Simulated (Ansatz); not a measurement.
## How close CCSD(T) comes to the exact answer in a basis

Each species is computed at the geometry given (Å), with frozen cores, in Ansatz 0.2.0: RHF-CCSD(T) for singlets, UHF-CCSD(T) otherwise, and full CI in the same basis. The program picks the determinant by trial CCSD, so it needn't be the lowest Hartree–Fock solution. States: H3O⁺ A', GaLi Σ⁺ or Δ, HNC⁺ Σ⁺ or Δ. Cases whose determinant has another symmetry than full CI's state, or whose (Q) step broke down, weren't drawn. No relativity is included.

Task: Judging by size, spin and bonding, rank them by the size of CCSD(T)'s error in total energy against full CI in the same basis, smallest first (an estimate).
A. GaLi, singlet, aug-cc-pVTZ: Ga 0.000 0.000 0.000; Li 0.000 0.000 3.135
B. HNC⁺, doublet, 6-31G: N 0.000 0.000 0.055; C 0.000 0.000 -1.108; H 0.000 0.000 1.052
C. H3O⁺, singlet, 6-31G: O 0.009 0.016 -0.047; H 0.950 0.031 0.220; H -0.474 0.826 0.213; H -0.624 -1.115 0.316

Result: C (18.0 meV), A (23.8 meV), B (81.7 meV).

```tsv
species	basis	correlated electrons	CCSD(T) − full CI (meV)	CCSDT(Q) − full CI (meV)	unpaired electrons (full CI)	T1	⟨S²⟩ of the determinant
H3O⁺, singlet	6-31G	8	18.0	-0.8	0.03	0.013	0.00
GaLi, singlet	aug-cc-pVTZ	4	23.8	1.8	0.25	0.018	0.00
HNC⁺, doublet	6-31G	9	81.7	0.3	1.15	0.069	1.23
```

Unpaired electrons are Σ n²(2−n)² over natural occupations; an open shell counts its own unpaired electrons too. Frozen cores follow each run's orbitals, which moves totals by a few meV.
